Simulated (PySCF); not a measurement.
# C₆H₁₂: electronic structure in real space

Aim: take C₆H₁₂ and see where an electron leaves and enters, analyse its density (charges, bond critical points, surface potential) and compute its lowest excited states.

The runs use PySCF 2.14.0; levels as typed in each script, gas phase, geometry from GFN2-xTB.

### Step 1. Starting geometry

SMILES `C1CCCCC1`, 18 atoms, charge 0, spin multiplicity 1.

Bond lengths: C1–C2 1.526 Å, C1–C6 1.526 Å, C1–H7 1.093 Å, C1–H8 1.092 Å, C2–C3 1.526 Å, C2–H9 1.092 Å, C2–H10 1.093 Å, C3–C4 1.526 Å, C3–H11 1.093 Å, C3–H12 1.092 Å, C4–C5 1.526 Å, C4–H13 1.092 Å, C4–H14 1.093 Å, C5–C6 1.526 Å, C5–H15 1.092 Å, C5–H16 1.093 Å, C6–H17 1.093 Å, C6–H18 1.092 Å. Angles: C2–C1–C6 110.5°, C2–C1–H7 109.3°, C2–C1–H8 109.9°, C6–C1–H7 109.3°, C6–C1–H8 109.9°, H7–C1–H8 107.8°, C1–C2–C3 110.5°, C1–C2–H9 109.9°, C1–C2–H10 109.3°, C3–C2–H9 109.9°, C3–C2–H10 109.3°, H9–C2–H10 107.8°, C2–C3–C4 110.5°, C2–C3–H11 109.3°, C2–C3–H12 109.9°, C4–C3–H11 109.3°, C4–C3–H12 109.9°, H11–C3–H12 107.8° and more.

As a file:

```xyz
18
C6H12
C    -1.4131   -0.3130    0.2416
C    -0.4355   -1.3803   -0.2416
C     0.9776   -1.0672    0.2416
C     1.4131    0.3130   -0.2416
C     0.4355    1.3803    0.2416
C    -0.9776    1.0673   -0.2416
H    -1.4449   -0.3201    1.3338
H    -2.4181   -0.5357   -0.1236
H    -0.7452   -2.3620    0.1236
H    -0.4453   -1.4114   -1.3338
H     0.9997   -1.0913    1.3338
H     1.6730   -1.8263   -0.1236
H     2.4182    0.5356    0.1236
H     1.4449    0.3200   -1.3338
H     0.7451    2.3620   -0.1236
H     0.4452    1.4114    1.3338
H    -0.9996    1.0913   -1.3338
H    -1.6729    1.8264    0.1236
```

### Step 2. Removing and adding an electron (PBE0/6-31g*)

input.py

```python
import numpy as np
from pyscf import gto, scf, dft
from pyscf.scf import atom_ks, atom_hf
from scipy.linalg import block_diag

def solve(mol, dm0=None, hcore=None):
    mf = (dft.UKS if mol.spin else dft.RKS)(mol, xc='pbe0')
    mf.grids.level = 3
    mf = mf.density_fit(auxbasis='def2-universal-jkfit')
    mf.conv_tol, mf.max_cycle = 1e-8, 80
    if hcore is not None:
        mf.get_hcore = lambda *args: hcore
    mf.kernel(dm0)
    if not mf.converged:
        mf = mf.newton().run(mf.mo_coeff, mf.mo_occ, max_cycle=30)
    assert mf.converged, 'SCF not converged'
    return mf

mol = gto.M(atom='''
C     -1.41307    -0.31302     0.24161
C     -0.43546    -1.38026    -0.24161
C      0.97762    -1.06724     0.24161
C      1.41307     0.31301    -0.24161
C      0.43545     1.38026     0.24161
C     -0.97761     1.06725    -0.24161
H     -1.44489    -0.32010     1.33381
H     -2.41814    -0.53571    -0.12360
H     -0.74522    -2.36199     0.12360
H     -0.44529    -1.41135    -1.33381
H      0.99966    -1.09126     1.33381
H      1.67300    -1.82632    -0.12360
H      2.41816     0.53561     0.12360
H      1.44491     0.32004    -1.33381
H      0.74514     2.36202    -0.12360
H      0.44523     1.41137     1.33381
H     -0.99961     1.09131    -1.33381
H     -1.67294     1.82638     0.12360
''', basis='6-31g*', charge=0, spin=0, verbose=4)
mf = solve(mol)
out = dict(e0=mf.e_tot, dm0=mf.make_rdm1(), c=mf.mo_coeff, occ=mf.mo_occ, eps=mf.mo_energy)
for name, dq, spin in [('cation', 1, 1), ('anion', -1, 1)]:
    ion = mol.copy().set(charge=mol.charge + dq, spin=spin).build()
    mi = solve(ion)
    if spin and dq > 0 and mol.nao < 130:
        c, _, stable, _ = mi.stability(return_status=True)
        if not stable:
            mi = solve(ion, mi.make_rdm1(c, mi.mo_occ))
    print(name, 'vertical energy change / eV', (mi.e_tot - mf.e_tot) * 27.211386)
    out.update({'e_' + name: mi.e_tot, 'dm_' + name: mi.make_rdm1(), 's2_' + name: mi.spin_square()[0], 'eps_' + name: mi.mo_energy, 'occ_' + name: mi.mo_occ})
# spherically averaged free atoms, for the promolecule
atm = atom_ks.get_atm_nrks(mol, xc='pbe0')
pro = block_diag(*[(atm[a[0]][2] * atm[a[0]][3]) @ atm[a[0]][2].T for a in mol._atom])
np.savez('result.npz', pro=pro, **out)
```

On the command line:

```
$ OMP_NUM_THREADS=1 python input.py
```

### Step 3. Density, bond paths and surface potential (PBE0/def2-svp)

input.py, as its differences from that of step 2:

```diff
@@ -37,14 +37,5 @@
 H     -1.67294     1.82638     0.12360
-''', basis='6-31g*', charge=0, spin=0, verbose=4)
+''', basis='def2-svp', charge=0, spin=0, verbose=4)
 mf = solve(mol)
-out = dict(e0=mf.e_tot, dm0=mf.make_rdm1(), c=mf.mo_coeff, occ=mf.mo_occ, eps=mf.mo_energy)
-for name, dq, spin in [('cation', 1, 1), ('anion', -1, 1)]:
-    ion = mol.copy().set(charge=mol.charge + dq, spin=spin).build()
-    mi = solve(ion)
-    if spin and dq > 0 and mol.nao < 130:
-        c, _, stable, _ = mi.stability(return_status=True)
-        if not stable:
-            mi = solve(ion, mi.make_rdm1(c, mi.mo_occ))
-    print(name, 'vertical energy change / eV', (mi.e_tot - mf.e_tot) * 27.211386)
-    out.update({'e_' + name: mi.e_tot, 'dm_' + name: mi.make_rdm1(), 's2_' + name: mi.spin_square()[0], 'eps_' + name: mi.mo_energy, 'occ_' + name: mi.mo_occ})
+mf.analyze()
 # spherically averaged free atoms, for the promolecule
@@ -52,2 +43,2 @@
 pro = block_diag(*[(atm[a[0]][2] * atm[a[0]][3]) @ atm[a[0]][2].T for a in mol._atom])
-np.savez('result.npz', pro=pro, **out)
+np.savez('result.npz', e=mf.e_tot, c=mf.mo_coeff, occ=mf.mo_occ, eps=mf.mo_energy, pro=pro, dip=mf.dip_moment(verbose=0), s2=mf.spin_square()[0])
```

### Step 5. Excited states (B3LYP/def2-svp)

input.py

```python
import numpy as np
from pyscf import gto, scf, dft, tdscf
from pyscf.scf import atom_ks, atom_hf
from scipy.linalg import block_diag

def solve(mol, dm0=None, hcore=None):
    mf = (dft.UKS if mol.spin else dft.RKS)(mol, xc='b3lyp')
    mf.grids.level = 3
    mf = mf.density_fit(auxbasis='def2-universal-jkfit')
    mf.conv_tol, mf.max_cycle = 1e-8, 80
    if hcore is not None:
        mf.get_hcore = lambda *args: hcore
    mf.kernel(dm0)
    if not mf.converged:
        mf = mf.newton().run(mf.mo_coeff, mf.mo_occ, max_cycle=30)
    assert mf.converged, 'SCF not converged'
    return mf

mol = gto.M(atom='''
C     -1.41307    -0.31302     0.24161
C     -0.43546    -1.38026    -0.24161
C      0.97762    -1.06724     0.24161
C      1.41307     0.31301    -0.24161
C      0.43545     1.38026     0.24161
C     -0.97761     1.06725    -0.24161
H     -1.44489    -0.32010     1.33381
H     -2.41814    -0.53571    -0.12360
H     -0.74522    -2.36199     0.12360
H     -0.44529    -1.41135    -1.33381
H      0.99966    -1.09126     1.33381
H      1.67300    -1.82632    -0.12360
H      2.41816     0.53561     0.12360
H      1.44491     0.32004    -1.33381
H      0.74514     2.36202    -0.12360
H      0.44523     1.41137     1.33381
H     -0.99961     1.09131    -1.33381
H     -1.67294     1.82638     0.12360
''', basis='def2-svp', charge=0, spin=0, verbose=4)
mf = solve(mol)
td = mf.TDA()
td.nstates, td.singlet, td.conv_tol = 4, True, 1e-5
td.kernel()
td.analyze()
x, y = np.array([p[0] for p in td.xy]), np.array([p[1] + 0 * p[0] for p in td.xy])
f, mu = td.oscillator_strength(), td.transition_dipole()
nto = [td.get_nto(state=i + 1, verbose=4) for i in range(len(td.e))]
# spherically averaged free atoms, for the promolecule
atm = atom_ks.get_atm_nrks(mol, xc='b3lyp')
pro = block_diag(*[(atm[a[0]][2] * atm[a[0]][3]) @ atm[a[0]][2].T for a in mol._atom])
np.savez('result.npz', e=td.e, f=f, ok=td.converged, w=[n[0] for n in nto], nto=[n[1] for n in nto], x=x, y=y, c=mf.mo_coeff, occ=mf.mo_occ, eps=mf.mo_energy, pro=pro, mu=mu)
```

(Steps that only read results are left out.)

Before running it: what results should come out? Wanted: dipole moment; HOMO, LUMO; lowest singlet excitation.

As calculated:

```
                                  quantity           value
             dipole moment (PBE0/def2-svp)          0.00 D
                HOMO, LUMO (PBE0/def2-svp)  -8.26, 1.83 eV
lowest singlet excitation (B3LYP/def2-svp)         8.59 eV
```

In words: At PBE0/def2-svp: The highest Hirshfeld charge is on H8, H9, H12, H13, H15 and H18 (+0.03 e), the lowest on C1, C2, C3, C4, C5 and C6 (−0.07 e). All values hold at the given geometry, in the gas phase.
